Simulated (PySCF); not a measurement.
## Bond length, frequency and bond energy of MgAl⁻ by level of theory

State: ³Σ⁻ (triplet), unpaired electrons π ↑↑. Set-up: basis Mg aug-pcseg-1, Al aug-pcseg-1; no relativity; PySCF 2.14. De refers to Mg + Al⁻ in their high-spin ground configurations, without counterpoise correction. The functionals are run spin-unrestricted. A positive dipole points towards Al; it is taken about the centre of mass and depends on that origin.

```
       Level  Re (Å)  ωe (cm⁻¹)  De (eV)  μ (D)
        ROHF   3.151        115      n/a  -2.42
    ROHF-MP2   2.823        208     0.61    n/a
ROHF-SCS-MP2   2.861        189      n/a    n/a
   ROHF-CCSD   2.908        179    0.476    n/a
ROHF-CCSD(T)   2.863        198     0.56    n/a
         PBE   2.773        237     0.98  -1.30
        BP86   2.783        231     0.90  -1.26
      r²SCAN   2.752        248     1.05  -1.13
       B3LYP   2.823        208     0.66  -1.56
        PBE0   2.777        233     0.91  -1.38
         M06   2.753        228     0.80  -1.36
```

The bond length runs from 2.752 Å (r²SCAN) to 3.151 Å (ROHF). De spans 0.48 eV (ROHF-CCSD, coupled cluster) to 1.05 eV (r²SCAN, meta-GGA).

Correlated steps freeze 6 core orbitals. Correlated levels converge slowly with the basis: in double zeta they bind strong bonds too weakly, by up to about 1 eV, and carry superposition errors of some tenths. For an ion De counts to the pair picked by the measured ionisation energies or electron affinities, which need not be the lowest pair at this level. The highest Kohn–Sham level is positive in this anion. Much of that is self-interaction error, but it also means that the finite basis helps to hold the extra electron. UHF is strongly spin-contaminated for MgAl⁻, so the ROHF reference used there is far from stable. The state was picked by a PBE0 search and need not be the measured ground state.
